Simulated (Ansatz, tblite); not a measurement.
# The cluster Li₃N: one state, many levels

How do method and basis change the picture of the cluster Li₃N (singlet)?

Computed with Ansatz 0.2.0, Gaussian basis. Level: as each input shows.

Levels to be run: GFN1-xTB, GFN2-xTB, PBE-D4/def2-TZVP, r2SCAN-D4/def2-TZVP, B3LYP-D4/def2-TZVP, ωB97X-V/def2-TZVP, LDA/def2-TZVP, PBE-QIDH/def2-TZVP, LC-ωPBE/def2-TZVP, PBE-D4/def2-SVP, PBE0-D4/def2-SVP, HF/STO-3G, HF/6-31G, B3LYP-D4/6-31G, PBE0-D4/def2-TZVPD, PBE-D4/def2-TZVPD, r2SCAN-D4/def2-TZVPD, CCSD(T)/def2-TZVPP, MP2/def2-TZVP, RPA/def2-TZVP, CCSD(T)/def2-TZVPD.

1 further run of the same task is left out (set aside as unsound or not needed). Runs told in other sessions of the task aren't counted.

## Step 1: The geometry

The geometry is that of the singlet, from an earlier relaxation (PBE0-D4/def2-TZVP). At that level it is the lowest of the isomers that a small search found.

4 atoms, charge 0, spin multiplicity 1.

Bond lengths: Li1–N4 1.719 Å, Li2–N4 1.719 Å, Li3–N4 1.719 Å. Angles: Li1–N4–Li2 120.0°, Li1–N4–Li3 120.0°, Li2–N4–Li3 120.0°.

PBE0-D4/def2-TZVP was run before; its log isn't repeated, and its numbers join the tables.

## Step 2: GFN1-xTB

Tight binding, by tblite at 300 K electronic temperature and without a spin-polarisation term:

```python
tblite.interface.Calculator('GFN1-xTB', numbers, positions, charge=0, uhf=0).singlepoint()
```

Energy -115.1386 eV, HOMO -9.91 eV, LUMO -7.30 eV; 0.003 s.

## Step 3: GFN2-xTB

Tight binding, by tblite at 300 K electronic temperature and without a spin-polarisation term:

```python
tblite.interface.Calculator('GFN2-xTB', numbers, positions, charge=0, uhf=0).singlepoint()
```

Energy -99.1596 eV, HOMO -6.31 eV, LUMO -5.12 eV; 0.003 s.

## Step 4: PBE-D4/def2-TZVP

start.molden holds the orbitals of an earlier run on this state, given as this run's starting guess.

Input file in.yaml:

```yaml
crystal:
  periodic: [false, false, false]
  atoms:
    - {symbol: Li, position_ang: [-0.574267, -0.342819, 1.583129]}
    - {symbol: Li, position_ang: [-1.114703, 0.222279, -1.289029]}
    - {symbol: Li, position_ang: [1.688337, 0.135981, -0.290972]}
    - {symbol: N, position_ang: [0.000644, -0.015441, -0.003138]}
basis:
  gaussian: {orbitals: def2-TZVP, initial_orbitals: start.molden}
hamiltonian: {xc: pbe, dispersion: d4}
scf: {omitted_lower_state_checks: [starts]}
output: {orbitals: {seedname: orbitals}}
```

The run is started by

```bash
$ ansatz run in.yaml --threads 4 --pin off --events-out ev --progress --plain --max-ram 3916MiB
```

Further steps of the session: r2SCAN-D4/def2-TZVP; B3LYP-D4/def2-TZVP; ωB97X-V/def2-TZVP; LDA/def2-TZVP; PBE-QIDH/def2-TZVP; LC-ωPBE/def2-TZVP; PBE-D4/def2-SVP; PBE0-D4/def2-SVP; HF/STO-3G; HF/6-31G; B3LYP-D4/6-31G; PBE0-D4/def2-TZVPD; PBE-D4/def2-TZVPD; r2SCAN-D4/def2-TZVPD; CCSD(T)/def2-TZVPP; MP2/def2-TZVP; RPA/def2-TZVP; CCSD(T)/def2-TZVPD.

Before running them: what should the planned runs give, taken together? Wanted: gap in def2-TZVP, named functionals, smallest and largest; correlation energy, CCSD(T)/def2-TZVPP; correlation energy, MP2/def2-TZVP; correlation energy, CCSD(T)/def2-TZVPD; binding an atom, functionals in def2-TZVP; PBE0 total energy, smallest basis above largest.

The runs gave:

| quantity | value |
| --- | --- |
| gap in def2-TZVP, named functionals, smallest and largest | 1.08 eV (PBE-D4), 5.98 eV (LC-ωPBE) |
| correlation energy, CCSD(T)/def2-TZVPP | -10.74 eV |
| correlation energy, MP2/def2-TZVP | -10.10 eV |
| correlation energy, CCSD(T)/def2-TZVPD | -10.79 eV |
| binding an atom, functionals in def2-TZVP | 1.53 (PBE-QIDH) to 2.08 eV (LDA) |
| PBE0 total energy, smallest basis above largest | 2.25 eV (def2-SVP, def2-TZVPD) |

What this shows: Over the named functionals in def2-TZVP the gap runs from 1.08 eV (PBE-D4) to 5.98 eV (LC-ωPBE); exact exchange widens it. Notes on CCSD(T)/def2-TZVPP: large T1 diagnostic.
